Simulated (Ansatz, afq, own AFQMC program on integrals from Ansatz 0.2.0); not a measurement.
AFQMC on a folder of integrals that Ansatz 0.2.0 wrote.

```yaml
crystal:
  periodic: [false, false, false]
  atoms:
    - {symbol: B, position_ang: [0.000000, 0.000000, 0.688138]}
    - {symbol: N, position_ang: [0.000000, 0.000000, -0.554180]}
    - {symbol: H, position_ang: [0.000000, 0.939073, 1.208771]}
    - {symbol: H, position_ang: [0.000000, -0.939073, 1.208771]}
    - {symbol: H, position_ang: [0.000000, 0.754692, -1.048659]}
    - {symbol: H, position_ang: [0.000000, -0.754692, -1.048659]}
basis:
  gaussian: {orbitals: 6-31G}
magnetization: {spin_polarized: false}
correlation: {method: ccsd_t, electrons: outside_noble_gas, hamiltonian_folder: ham}
```

```sh
$ ansatz run in.yaml --threads 1 --pin off --events-out ev --progress --plain --max-ram 1382MiB
```

afq runs on the folder ham with

```
--method phaseless --trial cid --walkers 20 --populations 1 --least-time 40 --time-step 0.005 --steps-per-block 25 --equilibration-blocks 24 --max-blocks 320 --target-error 0.00084 --factor-cut 0.001 --seed 6601 --taylor-order 6
```

Times are imaginary, in 1/Eh. The walk had a cap of 212 s.

afq prints:

```
orbitals 24  electrons 6 6  factors 115 of 386
reference energy -81.40046350 Eh
CCSD correlation -0.17377005 Eh in 8 cycles, weight of the determinant in the CISD state 0.9304
energy of the start -81.574335 Eh
 block  time / (1/Eh)  mean weight  energy / Eh
     1     0.125  1.0013  -81.572543
     2     0.250  0.9965  -81.572173
     3     0.375  1.0027  -81.572198
     4     0.500  0.9996  -81.571360
     5     0.625  1.0016  -81.573398
     8     1.000  1.0042  -81.574032
    17     2.125  0.9996  -81.576269
    41     5.125  1.0022  -81.583353
    57     7.125  0.9996  -81.572616
    65     8.125  0.9984  -81.599992
    89    11.125  1.0004  -81.575327
   113    14.125  1.0041  -81.574279
   137    17.125  1.0001  -81.581507
   161    20.125  1.0006  -81.574630
   185    23.125  1.0036  -81.576472
   209    26.125  0.9999  -81.575748
   233    29.125  1.0010  -81.578358
   257    32.125  0.9959  -81.580960
   281    35.125  0.9995  -81.580893
   305    38.125  1.0002  -81.575392
   313    39.125  0.9992  -81.603046
   329    41.125  0.9963  -81.574693
   337    42.125  1.0002  -81.577333
blocks merged  error / Eh  count
     1  0.000297  320
     2  0.000399  160
     4  0.000503  80
     8  0.000614  40
    16  0.000631  20
    32  0.000538  10
energy -81.578169 +/- 0.000631 Eh
(rows thinned)
```

The run passed its tests (sampling time, drift between the halves within three errors, error under three times the target), which doesn't prove that it has relaxed. The second half of the sampling lies below the first by 2.1 errors of their difference, so the energy may still be moving and its error bar be too small.

Against this walk (error 17.2 meV) on the same determinant: CCSD(T) 28.1 meV higher (within the noise), CCSDT(Q) 12.2 meV higher (within the noise), a separate phaseless walk with a CISD trial and standard settings 15.7 ± 17.9 meV higher (within the noise). The error is statistical and leaves out the bias of the constraint.

Cautions: constraint bias not in the error; so few walkers bias the energy; the coarse factor cut changes the integrals a little.

The walk took 10 s on 1 thread of Intel(R) Xeon(R) Platinum 8488C (Sapphire Rapids), with other jobs on the host. The log's last line is the phaseless energy.

CCSDT and higher add their correlation energy to the determinant of the CCSD(T) run, since their own runs factorise the integrals more tightly (a shift of under 2 meV). A walk keeps the symmetry of its determinant, which the program's search chose and which needn't be the lowest solution, so a lower state of the same spin and another symmetry isn't excluded.
